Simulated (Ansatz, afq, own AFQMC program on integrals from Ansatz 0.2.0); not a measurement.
# Where AFQMC and coupled cluster stand for NH4⁺, singlet

| atom | x (Å) | y (Å) | z (Å) |
| --- | --- | --- | --- |
| N | 0.0000 | 0.0000 | 0.0000 |
| H | 0.5903 | 0.5923 | 0.5902 |
| H | -0.5929 | -0.5882 | 0.5917 |
| H | -0.5890 | 0.5896 | -0.5943 |
| H | 0.5916 | -0.5937 | -0.5876 |

Basis 6-31G. Noble-gas cores (and the filled d shells of Ga–Kr and In–Xe) are frozen. AFQMC by an in-house program on the Cholesky factors that Ansatz 0.2.0 writes for its CCSD(T) run. The CISD trial takes its coefficients from CCSD amplitudes. Released means that phaseless walkers are propagated on without the constraint, phases kept. Free AFQMC starts from the CCSD state and is never constrained. Its projection time is finite, and what remains of the start isn't in its error. Error bars are statistical, one sigma.

Determinant: RHF, the one that the program's search chose, which needn't be the lowest solution. The geometry is a PBE0/def2-TZVP stationary point of this or a neighbouring charge and spin state.

Full CI on the same integrals is exact in this basis and with this determinant's frozen core.

- T1 diagnostic: 0.0062
- weight of the determinant in the CISD state: 0.951
- size of the correlated space: 8 electrons in 16 orbitals

| level | correlation energy (eV) |
| --- | --- |
| MP2 | -3.1980 |
| CCSD | -3.6089 |
| CCSD(T) | -3.6450 |

Question: Estimate where phaseless AFQMC with a CISD trial lies against CCSD(T) on the same integrals.

Answer: 1.2 ± 0.5 kJ/mol below CCSD(T).

Reference: full CI, correlation energy -3.656 eV. The released energy is read at 2.40 1/Eh (meV from the phaseless value at times in 1/Eh: 2 ± 4 at 0.24, -4 ± 3 at 0.51, 2 ± 3 at 0.99, -2 ± 4 at 1.62, 4 ± 4 at 2.40).

```json
{"level": "CCSD(T)", "E − E(reference) (kJ/mol)": "1.0", "share of correlation (%)": "99.71"}
{"level": "CCSDT", "E − E(reference) (kJ/mol)": "0.7", "share of correlation (%)": "99.80"}
{"level": "CCSDT(Q)", "E − E(reference) (kJ/mol)": "0.0", "share of correlation (%)": "100.00"}
{"level": "CCSDTQ", "E − E(reference) (kJ/mol)": "0.0", "share of correlation (%)": "99.99"}
{"level": "ph-AFQMC/HF", "E − E(reference) (kJ/mol)": "-4.3 ± 2.6", "share of correlation (%)": "101.23"}
{"level": "ph-AFQMC/CISD", "E − E(reference) (kJ/mol)": "-0.2 ± 0.5", "share of correlation (%)": "100.04"}
{"level": "released AFQMC", "E − E(reference) (kJ/mol)": "0.2 ± 0.3", "share of correlation (%)": "99.95"}
{"level": "free AFQMC", "E − E(reference) (kJ/mol)": "-0.4 ± 0.6", "share of correlation (%)": "100.12"}
```

CCSDT and higher add their correlation energy to the determinant of the CCSD(T) run, since their own runs factorise the integrals more tightly (a shift of under 2 meV). Free projections are given only where their last times agree within the noise and don't stop above the reference; a slow remainder of the start can still hide under it. A walk keeps the symmetry of its determinant, which the program's search chose and which needn't be the lowest solution, so a lower state of the same spin and another symmetry isn't excluded. Released energies are given only where the last usable release times agree within the noise; a slower fall can still hide under it.
